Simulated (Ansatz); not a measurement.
Z-matrix (Å, degrees):
```
C
O 1 1.464
H 1 1.087 2 106.5
H 1 1.087 2 106.5 3 118.3
H 1 1.090 2 109.1 3 -120.9
C 2 1.464 1 113.9 3 -172.7
C 2 1.464 1 113.8 3 54.5
H 6 1.087 2 106.5 1 172.8
H 6 1.087 2 106.5 1 54.5
H 6 1.090 2 109.1 1 -66.4
H 7 1.087 2 106.5 1 -172.7
H 7 1.090 2 109.1 1 66.4
H 7 1.087 2 106.5 1 -54.4
```

The species carries charge 1 and has multiplicity 1.

Question: List the r2SCAN/def2-TZVPP orbital energies in eV (the Gaussian-basis code of Ansatz). (Estimate.)

Answer: Ansatz gave: Occupied: -524.95, -280.32, -280.32, -280.32, -35.73, -25.38, -25.38, -22.47, -19.18, -19.18, -19.16, -16.35, -16.35, -15.95, -15.95, -15.50, -13.88. Lowest empty: -5.50, -3.43, -2.92, -2.92, -2.16, -2.04, -2.04, -1.43.
